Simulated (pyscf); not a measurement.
Thermochemistry of product channels of HO–Ga (SMILES [OH][Ga]) [singlet] + HCl (SMILES Cl) on the singlet surface, in kcal/mol, from ωB97M-D3(BJ)/def2-TZVP energies (ideal gas, 1 atm, RRHO with modes under 100 cm⁻¹ raised to 100, one conformer, R ln 2 for rigid chiral ones). Optimised with ωB97X-D3(BJ)/def2-SVP in PySCF.

```tsv
products	ΔE	ΔH(298 K)	ΔG(600 K)	ΔG(1200 K)
HO–GaH–Cl (SMILES [OH][GaH][Cl])	…	-28.1	-8.6	+10.0
O=Ga–Cl (SMILES [O]=[Ga][Cl]) + H₂ (SMILES [H][H])	+32.6	+30.3	+35.5	+39.4
```

### Question
Fill in the missing entries.

### Answer

- HO–GaH–Cl (SMILES [OH][GaH][Cl]), ΔE: -29.1

The channel to HO–GaH–Cl turns unfavourable between 298 and 1200 K (ΔG from -18.4 kcal/mol to +10.0 kcal/mol).

These are energies of the channels, which say nothing of barriers. Elements up to Kr have no core potential and no relativistic terms here.
